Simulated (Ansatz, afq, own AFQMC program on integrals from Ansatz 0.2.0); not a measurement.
Where AFQMC and coupled cluster stand for SbH2, doublet

```xyz
3

Sb    0.4783   -0.3233   -0.4793
H    -1.0297   -0.9759    0.0290
H    -0.2535    1.2211   -0.6727
```

Basis def2-TZVP with its core potentials. Only valence electrons are correlated. Integrals, coupled cluster, full CI and functionals: Ansatz 0.2.0; the random walks run on the same integrals in our own AFQMC program. ph-AFQMC/CISD is guided by a CISD state made of CCSD amplitudes; releasing the constraint for a short imaginary time cuts its bias at the price of noise, slowly where states lie close. Error bars are statistical, one sigma. No spin–orbit coupling.

Determinant: UHF, the one that the program's search chose, which needn't be the lowest solution. The geometry is a PBE0/def2-SVP stationary point of this or a neighbouring charge and spin state.

No full CI on the walks' own integrals is used here; CCSDT(Q) serves as the reference and is uncertain by about the last step of the cluster series.

Cautions: no spin-orbit coupling; inner d shell frozen.

The T1 diagnostic is 0.0156 and the weight of the determinant in the CISD state is 0.913. The ⟨S²⟩ of the determinant is 0.767 and the size of the correlated space is 7 electrons in 53 orbitals.

Reference: CCSDT(Q), correlation energy -3.673 eV. The released energy is read at 2.40 1/Eh (meV from the phaseless value at times in 1/Eh: -2.3 ± 1.6 at 0.24, -4.2 ± 1.5 at 0.51, -6.8 ± 1.3 at 0.99, -7.7 ± 1.2 at 1.62, -8.4 ± 1.2 at 2.40).

| level | E − E(reference) (meV) | share of correlation (%) |
| --- | --- | --- |
| HF | 3673.0 | 0.00 |
| MP2 | 806.3 | 78.05 |
| CCSD | 129.0 | 96.49 |
| CCSD(T) | 24.2 | 99.34 |
| CCSDT | 3.2 | 99.91 |
| ph-AFQMC/CISD | 8.1 ± 1.6 | 99.78 |
| released AFQMC | -0.4 ± 1.2 | 100.01 |

A walk keeps the symmetry of its determinant, which the program's search chose and which needn't be the lowest solution, so a lower state of the same spin and another symmetry isn't excluded. Released energies are given only where the last usable release times agree within the noise; a slower fall can still hide under it.
